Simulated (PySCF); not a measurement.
Bond stretch in SMILES C (CH₄), singlet. The C1–H5 bond (C1 also carries H, H, H; H5 carries nothing else) is varied alone, starting from the PBE0/def2-TZVP optimised geometry.

RCCSD = CCSD on RHF/cc-pVDZ, 1 core orbital frozen (PySCF 2.14.0); RKS-B3LYP = restricted B3LYP/cc-pVDZ run with PySCF 2.14.0; RHF/STO-3G = restricted Hartree-Fock/STO-3G (PySCF).

Energies are in eV, each relative to the lowest point of its own curve near equilibrium.

| R / Å | RCCSD | RKS-B3LYP | RHF/STO-3G |
|---|---|---|---|
| 0.88 | 1.339 | 1.277 | 1.405 |
| 0.92 | 0.826 | 0.783 | 0.839 |
| 0.98 | 0.328 | 0.305 | 0.300 |
| 1.01 | 0.176 | 0.161 | 0.143 |
| 1.07 | 0.019 | 0.014 | 0.003 |
| 1.09 | 0.002 | 0.000 | 0.000 |
| 1.11 | 0.000 | 0.000 | 0.015 |
| 1.16 | 0.050 | 0.052 | 0.123 |
| 1.21 | 0.161 | 0.163 | 0.314 |
| 1.27 | 0.353 | 0.353 | 0.626 |
| 1.34 | 0.631 | 0.626 | 1.076 |
| 1.49 | 1.322 | 1.307 | 2.228 |
| 1.64 | 2.036 | 2.019 | 3.493 |
| 1.80 | 2.743 | 2.745 | 4.848 |
| 1.97 | 3.394 | 3.447 | 6.212 |
| 2.16 | 3.983 | 4.132 | 7.587 |
| 2.39 | 4.512 | 4.829 | 8.998 |
| 2.67 | 4.928 | 5.500 | 10.347 |
| 2.96 | 5.173 | 6.027 | 11.375 |
| 3.30 | 5.318 | 6.480 | 12.205 |
| 3.80 | 5.401 | 6.918 | 12.930 |

At the longest distance, 3.80 Å, RHF/STO-3G lies highest above its minimum (12.930 eV) and RCCSD lowest (5.401 eV).

The T1 diagnostic of CCSD on the restricted reference of RCCSD exceeds 0.045 at 2.67 to 3.80 Å. At the longest distance RKS-B3LYP leaves fractional charges on the fragments, a sign of delocalisation error or of the restricted form. The restricted form behind RKS-B3LYP, RHF/STO-3G keeps the bonding electrons paired and can't separate into open-shell fragments.
